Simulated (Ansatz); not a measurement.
# AlC (quartet): the correlation ladder at distance Al1–C2 = 1.807 Å, cc-pVDZ

How much of the correlation energy of AlC (quartet) does each wave-function method recover here?

Computed with Ansatz 0.2.0, Gaussian basis. Level: cc-pVDZ, core rule «outside noble gas», up to 6 orbitals frozen.

To be run: UHF; CCSD(T) on ROHF; CCSD(T) on UHF; BCCD(T) on ROHF; CISD; CCSDT(Q) on ROHF; CCSDT(Q) on UHF; CASSCF and MRCISD+Q, 5 electrons in 5 orbitals; CASSCF and NEVPT2, 5 electrons in 5 orbitals; CASSCF and MRCISD+Q, 7 electrons in 8 orbitals; CASSCF and NEVPT2, 7 electrons in 8 orbitals; Full CI.

23 further runs of the same task are left out: 16 that didn't finish, 7 set aside as unsound or not needed.

## (1) The system

The geometry derives from a PBE0/def2-TZVP stationary point (not a proven minimum). One bond is set to the value named and the two fragments are kept rigid.

2 atoms, charge 0, spin multiplicity 4.

Atoms are counted from 1 here; the program's logs count them from 0.

Bond lengths: Al1–C2 1.807 Å.

## (2) UHF

in.yaml

```yaml
crystal:
  periodic: [false, false, false]
  atoms:
    - {symbol: Al, position_ang: [0.000000, 0.000000, 0.000000]}
    - {symbol: C, position_ang: [0.000000, 0.000000, 1.807000]}
basis:
  gaussian: {orbitals: cc-pVDZ}
magnetization: {spin_polarized: true, initial_magnetization: 3}
hamiltonian: {xc: hf}
output: {orbitals: {seedname: orbitals}}
```

The run is started by

```
$ ansatz run in.yaml --threads 1 --pin off --events-out ev --progress --plain --max-ram 2393MiB
```

After this run come: CCSD(T) on ROHF; CCSD(T) on UHF; BCCD(T) on ROHF; CISD; CCSDT(Q) on ROHF; CCSDT(Q) on UHF; CASSCF and MRCISD+Q, 5 electrons in 5 orbitals; CASSCF and NEVPT2, 5 electrons in 5 orbitals; CASSCF and MRCISD+Q, 7 electrons in 8 orbitals; CASSCF and NEVPT2, 7 electrons in 8 orbitals; Full CI.

Before running them: what should the planned runs give, taken together? Wanted: FCI below the RHF energy; RMP2 from FCI; UMP2 from FCI; RCCSD from FCI; RCCSD(T) from FCI; UCCSD(T) from FCI; RCCSDT(Q) from FCI; UCCSDT(Q) from FCI; NEVPT2 pair from FCI.

As calculated:

| quantity | value |
| --- | --- |
| FCI below the RHF energy | -3.9269 eV |
| RMP2 from FCI | +103.7 kJ/mol |
| UMP2 from FCI | +101.9 kJ/mol |
| RCCSD from FCI | +16.1 kJ/mol |
| RCCSD(T) from FCI | +4.6 kJ/mol |
| UCCSD(T) from FCI | +4.5 kJ/mol |
| RCCSDT(Q) from FCI | 0.0 kJ/mol |
| UCCSDT(Q) from FCI | -0.1 kJ/mol |
| NEVPT2 pair from FCI | +99.9 kJ/mol |
| MRCISD+Q pair from FCI | +11.8 kJ/mol |
| NEVPT2 valence from FCI | +58.9 kJ/mol |
| levels within 1 kcal/mol (43 meV) | RCCSDT, UCCSDT, RCCSDT(Q), UCCSDT(Q), MRCISD+Q valence |
| T1 diagnostic | 0.053 |
| effectively unpaired electrons | 3.09 |

RCCSD(T) misses by +4.6 kJ/mol, 1.2 % of the correlation energy. The occupations are near whole numbers, but T1 = 0.053 shows that the orbitals relax strongly. Of the multireference levels listed MRCISD+Q valence comes nearest in total energy (+2.0 kJ/mol), which doesn't show that its space is the better one. These misses are within one basis, not against nature; the frozen cores of restricted and unrestricted runs differ, which can shift their rows.
